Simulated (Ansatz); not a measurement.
# HOF: a ladder of functionals and wavefunction methods

Aim: compute HOF with functionals from several rungs and with coupled cluster, and see how far each lands from CCSD(T) at the basis-set limit for the atomisation energy.

Method: functionals in def2-TZVPP, the program's frozen cores in correlated methods; program: Ansatz 0.2.0, Gaussian basis.

Plan: LDA (SPW92), PBE-D4, revPBE-D4, BLYP-D4, r2SCAN-D4, B97M-V, PBE0-D4, B3LYP-D4, r2SCANh-D4, r2SCAN0-D4, HSE06-D4, BHLYP-D4, CAM-B3LYP-D4, LC-ωPBE, ωB97X-V, ωB97M-V, B2PLYP, PBE-QIDH; CCSD(T)/def2-SVP; CCSD(T)/def2-TZVPP; CCSD(T)/def2-QZVPP; extrapolation to the limit; RPA on PBE.

### 1 The geometry

The geometry comes from an earlier relaxation with PBE0-D4 in a triple-zeta def2 set; it is a stationary point.

SMILES `OF`, 3 atoms, charge 0, spin multiplicity 1.

Atoms are counted from 1 here; the program's logs count them from 0.

Bond lengths: O1–F2 1.406 Å, O1–H3 0.969 Å. Angles: F2–O1–H3 99.1°.

### 2 LDA

This LDA is Slater exchange with PW92 correlation.

in.yaml

```yaml
crystal:
  periodic: [false, false, false]
  atoms:
    - {symbol: O, position_ang: [0.430617, -0.210325, 0.216347]}
    - {symbol: F, position_ang: [-0.221954, 1.014618, -0.011006]}
    - {symbol: H, position_ang: [-0.208662, -0.804293, -0.205340]}
basis:
  gaussian: {orbitals: def2-TZVPP}
hamiltonian: {xc: lda}
output: {orbitals: {seedname: orbitals}}
```

On the command line:

```console
ansatz run in.yaml --threads 2 --pin off --events-out ev --progress --plain --max-ram 32768MiB --backend cpu
```

After this run come: PBE-D4 (GGA); revPBE-D4 (GGA); BLYP-D4 (GGA); r2SCAN-D4 (meta-GGA); B97M-V (meta-GGA); PBE0-D4 (hybrid); B3LYP-D4 (hybrid); r2SCANh-D4 (hybrid); r2SCAN0-D4 (hybrid); HSE06-D4 (hybrid); BHLYP-D4 (hybrid); CAM-B3LYP-D4 (range-separated); LC-ωPBE (range-separated); ωB97X-V (range-separated); ωB97M-V (range-separated); B2PLYP (double hybrid); PBE-QIDH (double hybrid); CCSD(T) in def2-SVP; CCSD(T) in def2-TZVPP; CCSD(T) in def2-QZVPP; RPA on PBE orbitals.

**Question.** What will the summary of the whole plan be? Wanted: atomisation energy, CCSD(T)/CBS; farthest beyond LDA; mean size of error, GGA; mean size of error, meta-GGA; mean size of error, hybrid; mean size of error, range-separated; mean size of error, double hybrid; gap, smallest and largest; T1 diagnostic.

The runs gave:

| quantity | value |
| --- | --- |
| atomisation energy, CCSD(T)/CBS | 157.8 kcal/mol |
| functionals within 0.8 kcal/mol (0.5 %) | r2SCAN-D4, B97M-V, B3LYP-D4, CAM-B3LYP-D4, ωB97X-V, ωB97M-V |
| farthest beyond LDA | BHLYP-D4 (-23.4 kcal/mol) |
| mean size of error, GGA | 9.3 kcal/mol |
| mean size of error, meta-GGA | 0.5 kcal/mol |
| mean size of error, hybrid | 8.4 kcal/mol |
| mean size of error, range-separated | 0.5 kcal/mol |
| mean size of error, double hybrid | 7.1 kcal/mol |
| gap, smallest and largest | 4.21 eV (LDA (SPW92)), 13.73 eV (LC-ωPBE) |
| T1 diagnostic | 0.0120 |
| triples share of the correlation energy | 3.3 % |

What this shows: LDA overbinds by 53.1 kcal/mol (34 %). PBE-D4 is off by +14.1 kcal/mol. Double hybrids carry the basis error of their MP2 part in triple zeta, and no dispersion term here, so their miss is partly the set-up's. The rungs meta-GGA, range-separated miss on average by less than the doubt on the reference (0.8 kcal/mol), so they tie; GGA functionals have the largest mean beyond LDA (9.3 kcal/mol). The reference freezes the cores and leaves out relativity and excitations past (T), so misses under about 0.8 kcal/mol can't be ranked. Hartree-Fock recovers 35 % of the binding; the rest is correlation. CCSD(T) in def2-SVP is off by -18.8 kcal/mol, which most functionals beat. The gap grows from 4.2 to 13.7 eV across the functionals, mostly with the share of exact exchange.
